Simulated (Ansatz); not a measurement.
A nudged elastic band was laid between two geometries of CH₅N (7 atoms, charge 0, multiplicity 1).

Theory: RKS CAM-B3LYP-D4/def2-mTZVP in Ansatz 0.2.0.

| Item | Value |
| --- | --- |
| movable images | 7 |
| climbing image | yes |
| spring | 5.0 eV/Å² |
| optimiser | quadratic models (default) |
| start path | through a guess of the saddle point |
| force threshold | 0.05 eV/Å |
| iteration limit | 60 |
| end points | relaxed |

Initial state:

```xyz
7
Properties=species:S:1:pos:R:3
C -0.477 -0.139 -0.283
N 0.803 0.391 0.173
H -0.986 -0.805 0.426
H -0.329 -0.690 -1.212
H -1.151 0.687 -0.507
H 1.452 -0.362 0.372
H 0.687 0.918 1.031
```

Final state:

```xyz
7
Properties=species:S:1:pos:R:3
C -0.866 -0.442 -0.144
N 0.584 0.092 -0.058
H -1.143 -0.619 0.901
H 0.894 0.292 -1.005
H -1.445 0.423 -0.484
H 1.171 -0.668 0.272
H 0.804 0.922 0.518
```

(1) What changes between the two ends?

(2) What energy profile does the band end with?

(3) What is the geometry of the highest image?

## Answers

(1) Bonds broken: C1–H4. Bonds formed: N2–H4.

(2) The run converged. The highest image is number 5 of 0 to 8, 3.81 eV above the first end and 0.91 eV above the last; the last end lies 2.90 eV above the first. Neighbouring images differ by up to 1.8 eV, so the band resolves the path poorly. A vibrational analysis at the climbing image gives one clearly imaginary mode, 1582i cm⁻¹: a first-order saddle point. The orbitals stay closed-shell, which can raise the energy where a bond breaks towards radicals; this wasn't checked here.

```
image  path coordinate (Å)  energy (eV)  C1–H4 (Å)  N2–H4 (Å)
    0                 0.00         0.00       1.09       2.09
    1                 0.36         0.02       1.09       2.09
    2                 0.72         0.17       1.08       2.01
    3                 1.08         1.00       1.08       1.76
    4                 1.44         2.78       1.17       1.43
    5                 1.80         3.81       1.43       1.12
    6                 2.21         3.30       1.82       1.01
    7                 2.61         2.94       2.07       1.01
    8                 3.01         2.90       2.09       1.02
```

(3) 
```xyz
7
Properties=species:S:1:pos:R:3
C -0.806 -0.279 -0.281
N 0.725 0.161 0.060
H -1.140 -0.950 0.506
H 0.425 -0.123 -0.984
H -1.363 0.654 -0.243
H 1.255 -0.559 0.531
H 0.904 1.096 0.412
```

The run took 57 s on 1 thread of Intel(R) Xeon(R) Platinum 8488C (Sapphire Rapids), with other jobs on the host, peak memory 0.12 GiB.
